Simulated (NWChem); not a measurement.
Molecule: diphosphorus (P2); SMILES P#P

Results from NWChem. Pople sets run with spherical d functions. Structure relaxed at the PBE0/def2-SVP level. B3LYP is NWChem's, with the RPA form of VWN correlation.

Question: Taking B3LYP/aug-cc-pVTZ as the yardstick, which of these has the fewest basis functions while keeping “highest occupied level (eV)” within 0.05 eV of it: B3LYP/def2-SVPD; B3LYP/def2-TZVP; B3LYP/6-31+G*; B3LYP/STO-3G; B3LYP/def2-SVP; B3LYP/3-21G; B3LYP/6-31G*; B3LYP/6-311++G**?

Answer: B3LYP/6-31G* (a larger set in the list lies outside the tolerance).
| level | basis functions | highest occupied level (eV) |
|---|---|---|
| B3LYP/STO-3G | 18 | -3.77 |
| B3LYP/3-21G | 26 | -8.07 |
| B3LYP/6-31G* | 36 | -7.85 |
| B3LYP/def2-SVP | 36 | -7.74 |
| B3LYP/6-31+G* | 44 | -7.95 |
| B3LYP/def2-SVPD | 48 | -7.74 |
| B3LYP/6-311++G** | 60 | -7.97 |
| B3LYP/def2-TZVP | 74 | -7.79 |
| B3LYP/aug-cc-pVTZ | 100 | -7.87 |

The yardstick is one finite set, not the basis-set limit.
